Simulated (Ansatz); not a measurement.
[B(OMe)H3]- (CH6BO⁻). The state is a triplet with charge -1. Geometry PBE-D4/def2-TZVPD, that of the charge -1 singlet; atoms count from 1.

```tsv
atom	x (Å)	y (Å)	z (Å)
B1	-0.715	-0.898	0.390
O2	0.043	0.342	0.792
C3	0.712	0.938	-0.264
H4	1.463	0.257	-0.737
H5	1.251	1.843	0.088
H6	0.022	1.252	-1.087
H7	-1.570	-0.624	-0.490
H8	-1.276	-1.355	1.397
H9	0.070	-1.756	-0.089
```

The highest occupied level of the charge -1 triplet lies above zero (up to 1.84 eV). By energy differences it is unbound by 0.92 eV (vertical, to the charge 0 doublet, at PBE0-D4/def2-TZVPD) and held by the finite basis. At PBE0-D4/def2-TZVPD a singlet of charge -1 lies 4.12 eV below the triplet at the same geometry.

(1) Estimate the Mulliken populations from the PBE0/def2-TZVPD orbitals of Ansatz.

(2) Where does the spin sit?

Results:

(1) 
```json
{"atom": "B1", "charge (e)": "-0.95", "spin (α − β)": "0.66"}
{"atom": "O2", "charge (e)": "0.41", "spin (α − β)": "-0.08"}
{"atom": "C3", "charge (e)": "-1.35", "spin (α − β)": "0.98"}
{"atom": "H4", "charge (e)": "0.15", "spin (α − β)": "0.11"}
{"atom": "H5", "charge (e)": "0.85", "spin (α − β)": "-0.67"}
{"atom": "H6", "charge (e)": "0.15", "spin (α − β)": "0.11"}
{"atom": "H7", "charge (e)": "-0.06", "spin (α − β)": "0.37"}
{"atom": "H8", "charge (e)": "-0.14", "spin (α − β)": "0.14"}
{"atom": "H9", "charge (e)": "-0.06", "spin (α − β)": "0.37"}
```
Mulliken values and Mayer orders depend strongly on the basis. With diffuse functions, as here, like atoms can get unlike values, and bond orders can come out too low or too high.

(2) Summed by element: B 0.66, O -0.08, C 0.98, H 0.44, of 2 unpaired in all. Largest on single atoms: C3 0.98, H5 -0.67, B1 0.66.
